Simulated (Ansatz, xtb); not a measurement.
## BFHSi+: where a starting geometry ends

The starting geometry of this gas-phase singlet has its atoms placed at random.

```xyz
4

B     1.1621    0.6621   -1.0970
F     1.7109   -0.2460   -0.3658
Si   -0.0051    0.8291    1.0101
H    -0.2310    1.6939   -0.3450
```

Q: One run relaxed it with r2SCAN-D4/def2-SVP. What is a likely outcome?

A: It ends as a structure given below by its coordinates. Contacts that close: B1–Si3 (2.41 → 2.11 Å).

The energy falls by 2.73 eV over 14 steps:

| step | E − E(last) (eV) |
| --- | --- |
| 1 | 2.726 |
| 2 | 2.385 |
| 4 | 1.746 |
| 5 | 1.253 |
| 7 | 0.143 |
| 8 | 0.077 |
| 10 | 0.036 |
| 11 | 0.009 |
| 13 | 0.000 |
| 14 | 0.000 |

Final geometry (Å):

| atom | x (Å) | y (Å) | z (Å) |
| --- | --- | --- | --- |
| B | 1.2349 | 0.2592 | -0.4069 |
| F | 2.1104 | -0.3563 | -1.0292 |
| Si | -0.1526 | 1.1075 | 0.9303 |
| H | -0.5557 | 1.9286 | -0.2920 |

From the same start GFN2-xTB reaches the same bonding as this run.

From so rough a start the end depends on the optimiser's path, so another program may land elsewhere. No frequencies were run, so the end isn't proven a minimum. Run with Ansatz 0.2.0, 39 s on 1 thread of AMD EPYC (Zen 3) (shared host).
